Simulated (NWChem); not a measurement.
System: hydrazine (N₂H₄); SMILES NN

Program: NWChem. Geometry: optimised at B3LYP/6-31G* (spherical d).

Diagonal of the polarisability tensor at PBE/def2-SVPD, static: 21.12, 25.95, 21.39 bohr³.

Q: Find the mean polarisability volume, the molar refraction, and the refractive index that an ideal gas of it would have at 273.15 K and 1 atm.

A: 
1. Mean: one third of the trace = 22.82 bohr³ × 0.14818 Å³/bohr³ = 3.38 Å³.
2. Molar refraction (Lorentz-Lorenz): (4π/3) N_A α = 8.5 cm³/mol.
3. Number density p/kT = 2.687 × 10⁻⁵ Å⁻³; n − 1 = 2π N α = 5.71 × 10⁻⁴.
4. These hold the electronic response alone: vibrational and orientational terms add to the static dielectric constant.
